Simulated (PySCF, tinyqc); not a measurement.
CIS and TDHF on RHF in the sto-6g basis, frozen core, for CH2, spin multiplicity 1, step by step. The lowest restricted solution is unstable here: a spin-polarised one lies 0.0357 hartree lower (PySCF). One step of it, computed by the program tinyqc.

Task: CIS matrix, triplets. A(ia,jb) = (e_a - e_i) d_ij d_ab - (ij|ab).

orbital energies (hartree): MO1 -11.142262, MO2 -0.791524, MO3 -0.500948, MO4 -0.285324, MO5 0.233516, MO6 0.535397, MO7 0.657121

Two-electron integrals over orbitals (pq|rs), unique and non-zero (hartree); the lowest 1 orbital is frozen and left out:
```
(22|22) 0.536477    (32|32) 0.140749    (33|22) 0.501041    (33|33) 0.511285
(42|22) 0.019131    (42|33) 0.020271    (42|42) 0.079330    (43|32) 0.026503
(43|43) 0.034011    (44|22) 0.499488    (44|33) 0.457474    (44|42) -0.087603
(44|44) 0.655804    (52|52) 0.091272    (53|53) 0.019071    (54|52) -0.038736
(54|54) 0.049911    (55|22) 0.542811    (55|33) 0.472891    (55|42) -0.048668
(55|44) 0.578312    (55|55) 0.673218    (62|22) 0.084280    (62|33) 0.025007
(62|42) 0.000322    (62|44) 0.074821    (62|55) 0.125871    (62|62) 0.097694
(63|32) -0.070164   (63|43) -0.032070   (63|63) 0.087326    (64|22) 0.037399
(64|33) 0.004095    (64|42) -0.009156   (64|44) 0.062219    (64|55) 0.055794
(64|62) 0.051647    (64|64) 0.037662    (65|52) 0.054980    (65|54) -0.011654
(65|65) 0.042133    (66|22) 0.521299    (66|33) 0.501006    (66|42) 0.054615
(66|44) 0.449227    (66|55) 0.492737    (66|62) 0.059586    (66|64) 0.021503
(66|66) 0.558162    (72|32) 0.004117    (72|43) -0.031319   (72|63) 0.046093
(72|72) 0.055131    (73|22) 0.063515    (73|33) 0.027307    (73|42) -0.057499
(73|44) 0.122476    (73|55) 0.130194    (73|62) 0.075959    (73|64) 0.046131
(73|66) 0.007360    (73|73) 0.118976    (74|32) -0.070087   (74|43) 0.005567
(74|63) 0.041285    (74|72) -0.009282   (74|74) 0.060846    (75|53) 0.018521
(75|75) 0.022620    (76|32) 0.111355    (76|43) 0.038453    (76|63) -0.079276
(76|72) -0.022436   (76|74) -0.052211   (76|76) 0.114259    (77|22) 0.513030
(77|33) 0.511847    (77|42) -0.014038   (77|44) 0.520067    (77|55) 0.523767
(77|62) 0.045572    (77|64) 0.016505    (77|66) 0.507811    (77|73) 0.068203
(77|77) 0.554326
```

Give: CIS matrix A, triplet.

Result:

CIS matrix A, triplet (hartree):
```
       2>5     2>6     2>7    3>5     3>6     3>7     4>5     4>6
2>5  0.482   0.000   0.000  0.000   0.000   0.000   0.049   0.000
2>6  0.000   0.806   0.000  0.000   0.000  -0.111   0.000  -0.055
2>7  0.000   0.000   0.936  0.000  -0.111   0.000   0.000   0.000
3>5  0.000   0.000   0.000  0.262   0.000   0.000   0.000   0.000
3>6  0.000   0.000  -0.111  0.000   0.535   0.000   0.000   0.000
3>7  0.000  -0.111   0.000  0.000   0.000   0.646   0.000  -0.038
4>5  0.049   0.000   0.000  0.000   0.000   0.000  -0.059   0.000
4>6  0.000  -0.055   0.000  0.000   0.000  -0.038   0.000   0.371
4>7  0.000   0.000   0.014  0.000  -0.038   0.000   0.000   0.000

        4>7
2>5   0.000
2>6   0.000
2>7   0.014
3>5   0.000
3>6  -0.038
3>7   0.000
4>5   0.000
4>6   0.000
4>7   0.422
```
